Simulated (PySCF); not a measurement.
Molecule: SMILES C=C/C=N\C=O, C₄H₅NO.

Bonds (- single, = double, # triple, : aromatic): C1=C2, C2-C3, C3=N4, N4-C5, C5=O6. C1 carries H7, H8; C2 carries H9; C3 carries H10; C5 carries H11. Stereochemistry as in C=C/C=N\C=O. H8 is cis to C3; H7 is trans to C3.

Frames of a GFN2-xTB Langevin trajectory at 200 K; GIAO PBE0/pcSseg-1 shieldings in PySCF 2.14, gas phase, non-relativistic; equivalent atoms averaged within each frame.

δ = σ(ref) − σ, references computed at the same level: ¹³C (186.93 ppm), ¹H (31.72 ppm) vs TMS; ¹⁵N (267.73 ppm) vs NH3; H2O for ¹⁷O (336.08 ppm). The references are static minima.

Q: How do the shifts (ppm) fluctuate along the trajectory?

A: 
```
         time (fs)     C5     C3     C2     C1     N4     O6   H11   H10    H7    H9
               250  170.8  149.4  145.4  137.1  383.2  513.5  9.57  7.32  6.66  6.54
               425  165.4  155.3  153.5  137.7  420.3  503.5  9.75  8.30  6.14  7.26
               625  169.0  154.6  143.5  139.2  407.0  513.7  9.34  8.05  6.20  6.64
               800  161.7  152.9  135.2  144.3  398.4  501.2  9.35  8.12  6.22  6.18
              1000  151.8  150.4  142.2  146.7  385.5  434.5  9.23  7.84  6.39  5.89
    mean of frames  163.8  152.5  143.9  141.0  398.9  493.3  9.45  7.93  6.32  6.50
standard deviation    7.5    2.6    6.6    4.3   15.4   33.4  0.21  0.38  0.21  0.52
```

5 frames give an uncertainty of the mean of about the standard deviation over 2.2 at best, since frames this close in time may not be independent; classical motion lacks zero-point vibration, and the reference would need the same averaging.
